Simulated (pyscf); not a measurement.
HS–Ga(Cl)–Cl + H• → [HS–Ga–Cl]• + HCl (atom transfer; doublet surface; Cl–Ga broken, Cl–H formed). Optimised with ωB97X-D3(BJ)/def2-SVP in PySCF. Energies in eV from the separated reactants.

```
level                   barrier  reaction energy
----------------------  -------  ---------------
ωB97X-D3(BJ)/def2-TZVP      [?]            -0.07
PBE/def2-TZVP               [?]              [?]
r²SCAN/def2-TZVP           0.26            -0.27
M06-2X/def2-TZVP           0.62            -0.19
ωB97M-D3(BJ)/def2-TZVP     0.60            -0.29
HF/def2-TZVP               1.30            +0.01
```

### Question
What belongs in the gaps?

### Answer

- ωB97X-D3(BJ)/def2-TZVP, barrier: 0.71
- PBE/def2-TZVP, barrier: 0.15
- PBE/def2-TZVP, reaction energy: -0.36

The functionals in the table span 0.56 eV in this barrier, from PBE to ωB97X-D3(BJ)/def2-TZVP. On the product side the descent ends in a complex (not fully relaxed), 0.25 eV under the separated species and 1.04 eV under the saddle at ωB97X-D3(BJ)/def2-TZVP. The same reactants have a lower exit, to •S–Ga(Cl)–Cl + H₂ (barrier +0.15 eV at ωB97M-D3(BJ)/def2-TZVP, against +0.60 eV here). One saddle was located; it need not be the lowest between these sides. The angle at the transferred Cl is 179°. Elements up to Kr have no core potential and no relativistic terms here.
